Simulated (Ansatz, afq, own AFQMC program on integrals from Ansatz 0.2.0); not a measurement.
# Atomization energy of NH$_{2}$S, doublet

```xyz
4

N     0.0000   -0.1878    1.0997
S     0.0000    0.0962   -0.5000
H     0.0000    0.7404    1.5312
H     0.0000   -1.1895   -0.9067
```

Connectivity, by distances: NH–SH.

Atoms in their ground-state spins without spin–orbit coupling (mostly on UHF) minus the molecule (UHF), without zero-point energy. The geometry is a stationary point, not shown to be a minimum.

Basis cc-pVDZ. Only valence electrons are correlated. Ansatz 0.2.0 and our own AFQMC program on the same integrals; the CISD trial comes from CCSD amplitudes, and released means the phaseless constraint is let go. Free projection: walkers drawn from exp(T), propagated without any constraint. Its projection time is finite, and what remains of the start isn't in its error. Error bars are statistical, one sigma. The errors of all members are added in quadrature.

No full CI on the walks' own integrals is used here; CCSDT(Q) serves as the reference and is uncertain by about the last step of the cluster series. Each member takes its own surest rung, up to full CI.

The best estimate is CCSD(T) at the basis-set limit (CBS: def2-TZVPP and def2-QZVPP, with their diffuse functions for anions and beside diffuse sets, CCSD(T) itself extrapolated) plus the step from CCSD(T) to CCSDT(Q) in cc-pVDZ. Rows without CBS are in cc-pVDZ; B2PLYP and the wave-function rows carry a basis error of their own. Core correlation and relativity beyond core potentials are missing, and ± holds the sampling alone.

Cautions: NH₂S (doublet): its ph-AFQMC/CISD value lies 44 ± 11 meV above CCSDT(Q).

Best estimate: 249.0 kcal/mol.

```tsv
level	atomization energy (kcal/mol)	error against the best estimate (kcal/mol)
HF	128.7	-120.3
MP2	205.6	-43.4
CCSD	203.9	-45.1
CCSD(T)	208.3	-40.7
CCSDT	208.6	-40.4
CCSDT(Q)	209.0	-40.0
ph-AFQMC/CISD	208.1 ± 0.3	-40.9 ± 0.3
released AFQMC	208.4 ± 0.4	-40.6 ± 0.4
free AFQMC	209.2 ± 0.5	-39.8 ± 0.5
HF/CBS	142.9	-106.1
MP2/CBS	246.6	-2.4
CCSD(T)/CBS	248.3	-0.7
```

Correlation beyond CCSD(T) adds 0.7 kcal/mol. Going to the basis-set limit adds 40.0 kcal/mol at CCSD(T). The perturbative (T) step is worth +4.4 kcal/mol.

Best estimates are given only where the step beyond CCSD(T) is under 0.3 eV and no member's determinant is very poor (T1 over 0.05, or 0.07 for open shells, ⟨S²⟩ too high by 0.3, two states mixed), so the hardest cases are missing from such tables.

CCSDT and higher add their correlation energy to the determinant of the CCSD(T) run, since their own runs factorise the integrals more tightly (a shift of under 2 meV). Free projections are given only where their last times agree within the noise and don't stop above the reference; a slow remainder of the start can still hide under it. Each member of a difference takes its own highest rung, so a best estimate needn't equal the limit plus the step of one row. A walk keeps the symmetry of its determinant, which the program's search chose and which needn't be the lowest solution, so a lower state of the same spin and another symmetry isn't excluded. Released energies are given only where the last usable release times agree within the noise; a slower fall can still hide under it.
